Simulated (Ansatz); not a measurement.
We consider fluorite CdF2, described by HSE06-D3(BJ) in Ansatz (PAW).

Settings: plane-wave cutoff 460 eV, 8×8×8 k mesh, Fermi–Dirac smearing 0.01 eV, scalar-relativistic PAW data made under PBE.

Energies at three volumes about the minimum:

```json
[
 {"V (Å³/atom)": "12.647", "E − E_lowest (meV/atom)": "2.71"},
 {"V (Å³/atom)": "13.070", "E − E_lowest (meV/atom)": "0.00"},
 {"V (Å³/atom)": "13.296", "E − E_lowest (meV/atom)": "2.39"}
]
```

Q: Fit a parabola by hand: where is the minimum, what lattice constant follows, and what is the bulk modulus?

A: Slopes: (0.00 − 2.71)/(13.070 − 12.647) = -6.407 and (2.39 − 0.00)/(13.296 − 13.070) = 10.575 meV/Å³. Curvature E″ = 2 × (10.575 − (-6.407))/(13.296 − 12.647) = 52.333 meV/Å⁶. From the middle of the first interval, the slope vanishes at V0 = 12.8585 − (-6.407)/52.333 = 12.981 Å³/atom. B = V0 E″ = 12.981 × 52.333 meV/Å³ × 0.1602 GPa per meV/Å³ = 109 GPa. With 12 atoms in the cube, a = (12 × 12.981)^(1/3) = 5.381 Å. The full Birch–Murnaghan fit to all volumes gives V0 = 12.973 Å³/atom and B0 = 110 GPa.

Measured, for comparison: lattice constant a 5.388 Å (temperature not stated, copied from a table, unchecked, no zero-point or thermal correction; as tabulated in Crystal Structures 1, 239 (1963)).

Ansatz is a program for electronic structure.
